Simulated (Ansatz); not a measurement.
# C3H8N2: one species, many methods

One table from this session's results is given with a row withheld; the runs are named, their logs left out.

Computed with Ansatz 0.2.0, Gaussian basis. Level: functionals in def2-TZVPP, the program's frozen cores in correlated methods.

Plan: PBE-D4, r2SCAN-D4, PBE0-D4, B3LYP-D4, ωB97X-V, ωB97M-V, B2PLYP; CCSD(T)/def2-TZVPP; MP2/def2-QZVPP; extrapolation to the limit.

## Structure used throughout

The geometry comes from an earlier relaxation with PBE0-D4 in a triple-zeta def2 set; it is a stationary point, not always the lowest conformer.

SMILES `CCC(=N)N`, 13 atoms, charge 0, spin multiplicity 1.

Atoms are counted from 1 here; the program's logs count them from 0.

Bond lengths: C1–C2 1.525 Å, C1–H6 1.092 Å, C1–H7 1.091 Å, C1–H8 1.092 Å, C2–C3 1.508 Å, C2–H9 1.092 Å, C2–H10 1.096 Å, C3–N4 1.274 Å, C3–N5 1.372 Å, N4–H11 1.015 Å, N5–H12 1.007 Å, N5–H13 1.004 Å. Angles: C2–C1–H6 110.8°, C2–C1–H7 111.4°, C2–C1–H8 110.7°, H6–C1–H7 108.1°, H6–C1–H8 108.1°, H7–C1–H8 107.6°, C1–C2–C3 112.6°, C1–C2–H9 110.2°, C1–C2–H10 109.7°, C3–C2–H9 108.2°, C3–C2–H10 109.3°, H9–C2–H10 106.7°, C2–C3–N4 126.1°, C2–C3–N5 114.4°, N4–C3–N5 119.4°, C3–N4–H11 110.4°, C3–N5–H12 115.1°, C3–N5–H13 118.3° and more.

Coordinates:

```
C    -1.21592    0.99261   -0.19243
C    -0.35379    0.12837    0.72154
C     0.60444   -0.74859   -0.04514
N     0.49721   -2.00629   -0.21547
N     1.62814   -0.07116   -0.65706
H    -1.90751    1.60334    0.39153
H    -0.60427    1.66022   -0.80174
H    -1.80237    0.36959   -0.87097
H    -0.98490   -0.51462    1.33828
H     0.21160    0.76782    1.40968
H    -0.33847   -2.35500    0.24319
H     2.34566   -0.65229   -1.05875
H     1.94067    0.79120   -0.24766
```

The first run:

File in.yaml:

```yaml
crystal:
  periodic: [false, false, false]
  atoms:
    - {symbol: C, position_ang: [-1.215922, 0.992610, -0.192435]}
    - {symbol: C, position_ang: [-0.353789, 0.128372, 0.721538]}
    - {symbol: C, position_ang: [0.604438, -0.748594, -0.045141]}
    - {symbol: N, position_ang: [0.497207, -2.006288, -0.215466]}
    - {symbol: N, position_ang: [1.628145, -0.071159, -0.657061]}
    - {symbol: H, position_ang: [-1.907508, 1.603342, 0.391530]}
    - {symbol: H, position_ang: [-0.604267, 1.660219, -0.801743]}
    - {symbol: H, position_ang: [-1.802369, 0.369594, -0.870966]}
    - {symbol: H, position_ang: [-0.984896, -0.514623, 1.338275]}
    - {symbol: H, position_ang: [0.211600, 0.767821, 1.409681]}
    - {symbol: H, position_ang: [-0.338474, -2.355005, 0.243194]}
    - {symbol: H, position_ang: [2.345659, -0.652289, -1.058748]}
    - {symbol: H, position_ang: [1.940674, 0.791201, -0.247658]}
basis:
  gaussian: {orbitals: def2-TZVPP}
hamiltonian: {xc: pbe, dispersion: d4}
output: {forces: true, orbitals: {seedname: orbitals}}
```

Started as:

```
> ansatz run in.yaml --threads 4 --pin off --events-out ev --progress --plain --max-ram 10444MiB
```

Steps of the session up to this table: PBE-D4 (GGA); r2SCAN-D4 (meta-GGA); PBE0-D4 (hybrid); B3LYP-D4 (hybrid); ωB97X-V (range-separated); ωB97M-V (range-separated); B2PLYP (double hybrid); CCSD(T) in def2-TZVPP; MP2 in def2-QZVPP.

One table of the session follows, with a row left open; its other results are not shown here.

| method | atomisation energy (eV) |
| --- | --- |
| PBE-D4 | 54.332 |
| r2SCAN-D4 | 52.757 |
| PBE0-D4 | ? |
| B3LYP-D4 | 53.070 |
| ωB97X-V | 52.965 |
| ωB97M-V | 53.030 |
| B2PLYP | 52.375 |
| HF/def2-TZVPP | 37.299 |
| MP2/def2-TZVPP | 51.963 |
| CCSD/def2-TZVPP | 50.446 |
| CCSD(T)/def2-TZVPP | 51.268 |
| MP2/CBS | 53.388 |
| CCSD(T)/CBS | 52.693 |

**Question.** Estimate the row for PBE0-D4.

As computed: atomisation energy (eV): 53.189. In the column «atomisation energy (eV)» it lies between B3LYP-D4 (53.070) and MP2/CBS (53.388).
